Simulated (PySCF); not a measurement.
Coordinates in bohr (charge 0 multiplicity 2):
```
B    -0.0091    1.0739   -1.0536
F     0.0030   -0.3499   -3.0566
Cl    0.0013   -0.1481    1.9922
```

All numbers come from UPBE0/[B def2-TZVP, F def2-TZVP, Cl def2-TZVP], no relativity, density fitting, PySCF.

This geometry of BFCl is a stationary point at this level.

(1) What is the point group?

(2) Is it a minimum?

(3) List the harmonic modes with their infrared intensities.

(4) What are the dipole moment and the gap between the highest occupied and lowest empty levels of either spin?

(5) Give the atomic charges and bond orders.

## Answers

(1) Cs.

(2) Yes: all harmonic wavenumbers are real.

(3) 
```csv
symmetry,ω (cm⁻¹),IR (km/mol)
a',386,4.7
a',809,123
a',1346,329
```

(4) 0.17 D and 4.72 eV.

(5) 
```json
{"atom": "B1", "Mulliken": "0.26", "Löwdin": "-0.95", "polar tensor": "0.86", "spin (Mulliken)": "0.90", "Mayer order to B1": "–"}
{"atom": "F2", "Mulliken": "-0.17", "Löwdin": "0.36", "polar tensor": "-0.49", "spin (Mulliken)": "0.03", "Mayer order to B1": "1.30"}
{"atom": "Cl3", "Mulliken": "-0.09", "Löwdin": "0.59", "polar tensor": "-0.37", "spin (Mulliken)": "0.07", "Mayer order to B1": "1.32"}
```

Only a few start shapes were tried, so a lower isomer may exist.
